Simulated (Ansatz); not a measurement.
Consider the ligand exchange at a B–S bond: `SBS` + HCl → `SBCl` + H₂S.

Calculated with Ansatz (gas phase, PBE0-D4/def2-TZVP geometries, no zero-point term in ΔE). CCSD(T)/CBS is the MP2 limit (def2-TZVPP, def2-QZVPP) plus CCSD(T) − MP2 in def2-TZVPP, frozen cores. This one scheme is used for every species. Functionals use def2-TZVPP. Each species was taken in one conformer, which may not be the lowest.

```
species  CAM-B3LYP-D4 energy (Eh)
  `SBS`                -823.12873
    HCl                -460.83237
 `SBCl`                -884.54984
    H₂S                -399.41479
```

Question: Work out ΔE.

Answer: ΔE = (-884.54984) + (-399.41479) − (-823.12873) − (-460.83237) = -0.00353 Eh = -9.3 kJ/mol. CCSD(T)/CBS gives -7.4 kJ/mol.

Question: What do rigid-rotor, harmonic-oscillator terms from PBE0-D4/def2-TZVP frequencies (298.15 K, 1 bar) make of the CCSD(T)/CBS value? (Best estimate.)

Answer: The calculation gave: ΔZPE = -1.0 kJ/mol, ΔH = -8.3 kJ/mol, ΔS = 13 J/(mol·K), ΔG = -12.1 kJ/mol.

Largest T1 diagnostic among the species: 0.014.

At CCSD(T), def2-SVP lies −4.2 kJ/mol from the extrapolated value and def2-TZVPP −0.1 kJ/mol. In def2-TZVPP, CCSD(T) changes the Hartree–Fock value by +8.3 kJ/mol (the triples alone add +1.3 kJ/mol) and MP2 by +8.7 kJ/mol.
